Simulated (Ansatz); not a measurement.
# AlFH3N: the cost of one run

Program: Ansatz 0.2.0. Level of theory: RKS PBE0-D4/def2-SVP. These are calculated values, not measurements.

## Step 1: The system as given

Bond lengths: Al1–N2 2.120 Å, N2–H3 1.060 Å, N2–H4 1.060 Å, Al1–H5 1.760 Å, Al1–F6 1.690 Å. Angles: Al1–N2–H3 80.9°, Al1–N2–H4 156.6°, H3–N2–H4 120.0°, N2–Al1–H5 43.0°, N2–Al1–F6 160.6°, H5–Al1–F6 156.4°.

Coordinates:

```xyz
6

Al    0.0000    0.0000    0.0000
N     1.3790    0.0000    1.6102
H     0.5020   -0.2713    2.1402
H     2.2560    0.2713    2.1402
H     1.7491    0.0000    0.1958
F    -1.4635    0.0000   -0.8450
```

## Step 2: A restrained relaxation towards end A

Springs on the bonds that form and break draw the guess towards this end; the thresholds are loose.

The input, input.yaml:

```yaml
crystal:
  periodic: [false, false, false]
  atoms:
    - { symbol: Al, position_ang: [0.0, 0.0, 0.0] }
    - { symbol: "N", position_ang: [1.379, 0.0, 1.6102] }
    - { symbol: H, position_ang: [0.502, -0.2713, 2.1402] }
    - { symbol: H, position_ang: [2.256, 0.2713, 2.1402] }
    - { symbol: H, position_ang: [1.7491, 0.0, 0.1958] }
    - { symbol: F, position_ang: [-1.4635, 0.0, -0.845] }
basis:
  gaussian: { orbitals: def2-SVP }
hamiltonian:
  xc: pbe0
  dispersion: d4
relax:
  f_tol: 0.15
  max_steps: 25
  restrain:
    - { distance: [1, 4], at: 2.26, k: 30.0 }
    - { distance: [0, 1], at: 1.92, k: 30.0 }
    - { distance: [0, 4], at: 1.56, k: 30.0 }
```

The run is started by

```
$ ansatz run input.yaml --threads 1 --pin off --max-ram 2048MiB --backend cpu --events-out ev --progress --plain --runs-dir out
```

Q: Estimate wall time and peak memory on 1 thread of Intel Xeon 6975P-C (Granite Rapids), shared host.

About 8.3 s, with a peak of 0.14 GiB.
